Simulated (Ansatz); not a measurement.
## How close CCSD(T) comes to the exact answer in a basis

Each species is computed at the geometry given (Å), with frozen cores, in Ansatz 0.2.0: RHF-CCSD(T) for singlets, UHF-CCSD(T) otherwise, and full CI in the same basis. The program picks the determinant by trial CCSD, so it needn't be the lowest Hartree–Fock solution. States: Al2⁺ Σg⁺ or Δg, BN⁺ Σ⁻ or Δ, CH2⁻ B1. Cases whose determinant has another symmetry than full CI's state, or whose (Q) step broke down, weren't drawn.

**Question.** Judging by size, spin and bonding and the diagnostics given, rank them by the size of CCSD(T)'s error in total energy against full CI in the same basis, smallest first (an estimate).
A. BN⁺, quartet, cc-pVDZ: B 0.000 0.000 0.000; N 0.000 0.000 1.315. T1 0.028, (T) -108 meV in a correlation energy of -3.98 eV
B. Al₂⁺, doublet, cc-pVTZ: Al 0.000 0.000 0.000; Al 0.000 0.000 3.031. T1 0.027, (T) -74 meV in a correlation energy of -2.70 eV
C. CH2⁻, quartet, aug-cc-pVDZ: C 0.000 -0.103 0.000; H 0.000 0.613 -0.868; H 0.000 0.613 0.868. T1 0.019, (T) -82 meV in a correlation energy of -3.48 eV

**Answer.** C (20.2 meV), B (26.3 meV), A (33.7 meV).

```csv
species,basis,correlated electrons,CCSD(T) − full CI (meV),CCSDT(Q) − full CI (meV),unpaired electrons (full CI),T1,⟨S²⟩ of the determinant
"CH2⁻, quartet",aug-cc-pVDZ,7,20.2,-0.3,3.02,0.019,3.76
"Al2⁺, doublet",cc-pVTZ,5,26.3,0.2,1.13,0.027,0.82
"BN⁺, quartet",cc-pVDZ,7,33.7,-2.2,3.03,0.028,3.76
```

Unpaired electrons are Σ n²(2−n)² over natural occupations; an open shell counts its own unpaired electrons too. Frozen cores follow each run's orbitals, which moves totals by a few meV.
